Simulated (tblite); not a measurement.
# F3H6N: the cost of one run

Computed with tblite 0.8.0 and PySCF 2.14.0; each step states its level. No surroundings beyond the atoms listed, unless a continuum is named. Atoms count from 0, parts from 1.

## (1) The system as given

10 atoms, charge 0, multiplicity 1; geometry: rigid parts in contact. Parts: 1 = atoms 0–3, `N`, charge 0; 2 = atoms 4–5, `F`, charge 0; 3 = atoms 6–7, `F`, charge 0; 4 = atoms 8–9, `F`, charge 0.

## (2) Docking the parts with GFN2-xTB

What the job is given:

```
{"job": {"kind": "dock", "xc": "GFN2-xTB", "basis": "xTB"}, "charge": 0, "multiplicity": 1, "parts": [{"atoms": "0-3", "charge": 0, "multiplicity": 1}, {"atoms": "4-5", "charge": 0, "multiplicity": 1}, {"atoms": "6-7", "charge": 0, "multiplicity": 1}, {"atoms": "8-9", "charge": 0, "multiplicity": 1}]}
N      0.012403    -0.139593     0.322145
H      0.936924    -0.533644     0.216507
H     -0.604959    -0.729756    -0.216536
H      0.001100     0.804021    -0.046480
F      0.815477    -0.269979    -2.556384
H      0.357956     0.559912    -2.306270
F      2.123392    -2.306839    -1.658365
H      1.719140    -1.530339    -2.086043
F     -0.301857     2.349325    -2.005179
H     -0.744014     3.146114    -2.247984
```

Method: GFN2-xTB search for minima from random contacts, gas phase.

On the command line:

```
$ OMP_NUM_THREADS=1 python cluster_run.py task.json out
```

The driver reads the jobs from task.json and runs them one after another.

**Question.** How long does this first job take on 1 thread of Arm Neoverse V1, shared host?

About 5.8 s.
